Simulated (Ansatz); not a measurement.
`C/C=C(\F)SC` → 4 C• + F• + 7 H• + S•  (atomization)

Computed with Ansatz on PBE0-D4/def2-TZVP structures; ΔE is electronic, products minus reactants. CCSD(T)/CBS is the MP2 limit (def2-TZVPP, def2-QZVPP) plus CCSD(T) − MP2 in def2-TZVPP, frozen cores. This one scheme is used for every species, atoms too. DFT in def2-TZVPP. B3LYP here is the variant with VWN-RPA as its local correlation; programs differ in this. Open shells (•) are unrestricted, without spin–orbit coupling. Spin–orbit coupling would lower the free atoms: a little for C, F, S. Each species was taken in one conformer, which may not be the lowest.

`C/C=C(\F)SC`:

Cartesian coordinates in Å:
```
C -0.407 1.379 1.962
C -0.422 1.078 0.505
C -0.422 -0.140 -0.022
F -0.330 -1.227 0.772
S -0.655 -0.497 -1.709
C 0.767 -1.563 -2.021
H -0.403 0.469 2.561
H 0.476 1.969 2.227
H -1.281 1.973 2.243
H -0.448 1.902 -0.199
H 0.675 -1.900 -3.054
H 0.749 -2.430 -1.362
H 1.700 -1.013 -1.902
```

```tsv
level	ΔE (kcal/mol)
ωB97M-V	1229.2
B3LYP	1214.4
SCS-MP2/def2-TZVPP	1204.1
CCSD/def2-TZVPP	1171.7
```

What does CCSD(T)/CBS give? (Best estimate.)

Ansatz gave: +1222.3 kcal/mol. The listed levels differ from it by 6.9, -7.9, -18.2, -50.6 kcal/mol.

Largest T1 diagnostic among the species: 0.012.

From PBE to PBE0 (25 % exact exchange), in def2-TZVPP and without D4, ΔE moves by −24.1 kcal/mol: exact exchange takes away binding that semilocal exchange gives to molecules. In def2-TZVPP, CCSD(T) changes the Hartree–Fock value by +300.3 kcal/mol (the triples alone add +20.2 kcal/mol) and MP2 by +322.8 kcal/mol; breaking electron pairs costs correlation energy, which Hartree–Fock lacks.

For atomizations the MP2-based limit and the directly extrapolated one differ by several kJ/mol either way, and by 10 to 25 for some Ge, Se and Sn compounds, so smaller differences from it don't rank the levels.
